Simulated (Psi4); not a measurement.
**H3NO (hydroxylamine): TPSS/def2-TZVPP**

What is the vertical ionisation energy of H3NO (hydroxylamine) at TPSS/def2-TZVPP? 

The calculation is run with Psi4 1.11.

2 further runs of the same task are left out: 2 set aside as unsound or not needed. Runs told in other sessions of the task aren't counted.

### 1 The structure to begin with

The species is H3NO (5 atoms), meant as a singlet with charge 0. As SMILES, `NO`. The shape is that of a PBE0-D4/def2-TZVP optimisation. This is one conformer, not always the lowest.

Bond lengths: N1–O2 1.422 Å, N1–H3 1.016 Å, N1–H4 1.016 Å, O2–H5 0.960 Å. Angles: N1–O2–H5 102.8°, O2–N1–H3 104.5°, O2–N1–H4 104.5°, H3–N1–H4 106.0°.

### 2 The energy at TPSS/def2-TZVPP

The input, job.dat:

```
memory 2200 MB

molecule {
  0 1
  N
  O 1 1.422492
  H 1 1.016107 2 104.5268
  H 1 1.016107 3 105.98182 2 -110.10349
  H 2 0.960435 1 102.8036 3 124.34587
  units angstrom
  symmetry c1
}

set puream true
set e_convergence 1e-09
set d_convergence 1e-08
set scf_type pk
set dft_radial_points 99
set dft_spherical_points 590

energy_value = energy("tpss/def2-TZVPP")
print_variables()
```

The run is started by

```sh
$ psi4 -i job.dat -o job.out -n 1
```

job.out:

```text
[...]
  Running in c1 symmetry.
[...]
  Nuclear repulsion =   39.593667661871486
[...]
  Multiplicity = 1
[...]
  Nalpha       = 9
  Nbeta        = 9
[...]
    Number of basis functions: 104
[...]
   @RKS iter   1:  -131.56662933908731   -1.80286e-01   7.27593e-03 DIIS/ADIIS
[...]
   @RKS iter  10:  -131.79156914456937   -4.34852e-12   6.51890e-09 DIIS
[...]
    Orbital Energies [Eh]
    ---------------------
    Doubly Occupied:
       1A    -18.903067     2A    -14.133629     3A     -0.991045
       4A     -0.746817     5A     -0.457837     6A     -0.456367
       7A     -0.391308     8A     -0.246105     9A     -0.218324
[...]
  @RKS Final Energy:  -131.79156914456937
   => Energetics <=
    Nuclear Repulsion Energy =             39.5936676618714856
    One-Electron Energy =                -258.2957709376693742
    Two-Electron Energy =                 103.5384611987967389
    DFT Exchange-Correlation Energy =     -16.6279270675682014
    Empirical Dispersion Energy =           0.0000000000000000
    VV10 Nonlocal Energy =                  0.0000000000000000
    Total Energy =                       -131.7915691445693653
[...]
 Multipole Moments:
 ------------------------------------------------------------------------------------
     Multipole            Electronic (a.u.)      Nuclear  (a.u.)        Total (a.u.)
 ------------------------------------------------------------------------------------
 L = 1.  Multiply by 2.5417464519 to convert [e a0] to [Debye]
 Dipole X            :         -0.0923951            0.1226740            0.0302789
 Dipole Y            :         -0.0636671            0.0853188            0.0216517
 Dipole Z            :          0.7670627           -0.9737493           -0.2066866
 Magnitude           :                                                    0.2100118
[...]
```

Run time: 20 s. Hardware: 1 thread of Intel Xeon 6975P-C (Granite Rapids), shared host; peak memory 1.1 GiB.

### 3 The doublet cation: energy and forces at UTPSS/def2-TZVPP

The input, job.json:

```json
{
  "schema_name": "qcschema_input",
  "schema_version": 1,
  "molecule": {
    "schema_name": "qcschema_molecule",
    "schema_version": 2,
    "symbols": ["N", "O", "H", "H", "H"],
    "geometry": [-0.31203158, -0.68273915, -0.60692334, 0.68872958, 1.25863319, 0.96009425, -0.30743954, -2.24881188, 0.50412224, -2.15740583, -0.20756752, -0.84321469, 2.08816626, 1.88046647, -0.01405956],
    "molecular_charge": 1,
    "molecular_multiplicity": 2,
    "fix_symmetry": "c1",
    "fix_com": true,
    "fix_orientation": true
  },
  "driver": "gradient",
  "model": {
    "method": "tpss",
    "basis": "def2-TZVPP"
  },
  "keywords": {
    "reference": "uks",
    "puream": true,
    "e_convergence": 1e-09,
    "d_convergence": 1e-08,
    "scf_type": "pk",
    "dft_radial_points": 99,
    "dft_spherical_points": 590,
    "maxiter": 100,
    "scf_properties": ["MAYER_INDICES", "LOWDIN_CHARGES", "DIPOLE"]
  }
}
```

The run is started by

```sh
$ psi4 --qcschema job.json -n 1 --memory 2200MB
```

stdout (excerpt; [...] marks lines left out):

```text
[...]
  Running in c1 symmetry.
[...]
  Nuclear repulsion =   39.593666455499566
[...]
  Multiplicity = 2
[...]
  Nalpha       = 9
  Nbeta        = 8
[...]
    Number of basis functions: 104
[...]
   @UKS iter   1:  -131.35483314310949    3.15095e-02   4.02790e-03 DIIS/ADIIS
[...]
   @UKS iter  14:  -131.41332409064631   -3.66640e-12   4.95422e-09 DIIS
[...]
   @S^2 Observed:                7.533317552E-01
[...]
  @UKS Final Energy:  -131.41332409064631
   => Energetics <=
    Nuclear Repulsion Energy =             39.5936664554995659
    One-Electron Energy =                -251.8420657334334294
    Two-Electron Energy =                  97.1095411408381324
    DFT Exchange-Correlation Energy =     -16.2744659535505853
    Empirical Dispersion Energy =           0.0000000000000000
    VV10 Nonlocal Energy =                  0.0000000000000000
    Total Energy =                       -131.4133240906463129
  UHF NO Occupations:
  HONO-2 :    7  A 1.9996224
  HONO-1 :    8  A 1.9990373
[...]
 Multipole Moments:
 ------------------------------------------------------------------------------------
     Multipole            Electronic (a.u.)      Nuclear  (a.u.)        Total (a.u.)
 ------------------------------------------------------------------------------------
 L = 1.  Multiply by 2.5417464519 to convert [e a0] to [Debye]
 Dipole X            :         -3.0301681            2.9489365           -0.0812316
 Dipole Y            :         -5.0111234            4.7139785           -0.2971449
 Dipole Z            :         -3.4157251            3.0791386           -0.3365865
 Magnitude           :                                                    0.4562720
[...]
  -Total Gradient:
     Atom            X                  Y                   Z
    ------   -----------------  -----------------  -----------------
       1        0.012950410520    -0.039681091123    -0.077798489896
       2        0.018391752498     0.040662489480     0.036925783855
       3       -0.018751095141     0.028638750061     0.006774834883
       4        0.014304966591    -0.007818838021     0.030659747897
       5       -0.026896940971    -0.021801133885     0.003439689074
[...]
```

The result, in JSON:

```text
{
 "driver": "gradient",
 "model": {
  "method": "tpss",
  "basis": "def2-TZVPP"
 },
 "success": true,
 "return_result": [0.012950410520221028, -0.039681091122949305, -0.07779848989573435, 0.018391752498107844, 0.04066248947967671, 0.03692578385451484, -0.018751095141061862, 0.028638750060961726, 0.006774834883112674, 0.014304966590611423, -0.007818838020766869, 0.030659747896852732, -0.02689694097116979, -0.021801133884581297, 0.003439689073852642],
 "properties": {
  "calcinfo_nbasis": 104,
  "calcinfo_nmo": 104,
  "calcinfo_nalpha": 9,
  "calcinfo_nbeta": 8,
  "calcinfo_natom": 5,
  "nuclear_repulsion_energy": 39.593666455499566,
  "return_energy": -131.4133240906463,
  "return_gradient": [0.012950410520221028, -0.039681091122949305, -0.07779848989573435, 0.018391752498107844, 0.04066248947967671, 0.03692578385451484, -0.018751095141061862, 0.028638750060961726, 0.006774834883112674, 0.014304966590611423, -0.007818838020766869, 0.030659747896852732, -0.02689694097116979, -0.021801133884581297, 0.003439689073852642],
  "scf_one_electron_energy": -251.84206573343343,
  "scf_two_electron_energy": 97.10954114083813,
  "scf_xc_energy": -16.274465953550585,
  "scf_dipole_moment": [-0.08123159065757823, -0.29714490669327276, -0.3365865213359096],
  "scf_total_energy": -131.4133240906463,
  "scf_total_gradient": [0.012950410520221028, -0.039681091122949305, -0.07779848989573435, 0.018391752498107844, 0.04066248947967671, 0.03692578385451484, -0.018751095141061862, 0.028638750060961726, 0.006774834883112674, 0.014304966590611423, -0.007818838020766869, 0.030659747896852732, -0.02689694097116979, -0.021801133884581297, 0.003439689073852642],
  "scf_iterations": 14
 }
}
```

It took 46 s on 1 thread of Intel Xeon 6975P-C (Granite Rapids), shared host; peak memory 1.1 GiB.

### 4 Outcome

At TPSS/def2-TZVPP:

```
                                          quantity          value
                        singlet H3NO: total energy  -131.79157 Eh
                       singlet H3NO: dipole moment         0.53 D
                         singlet H3NO: HOMO energy       -5.94 eV
                         singlet H3NO: LUMO energy        0.58 eV
                       singlet H3NO: HOMO–LUMO gap        6.52 eV
                      doublet cation: total energy  -131.41332 Eh
doublet cation: HOMO energy (highest over α and β)      -15.56 eV
 doublet cation: LUMO energy (lowest over α and β)      -14.56 eV
                              doublet cation: ⟨S²⟩          0.753
          doublet cation: largest force on an atom     4.540 eV/Å
vertical ionisation energy (to the doublet cation)      10.293 eV
```

In words: Removing an electron at fixed nuclei costs 10.29 eV (237 kcal/mol). The negative HOMO energy of the first species, 5.94 eV, lies 4.35 eV below that difference.
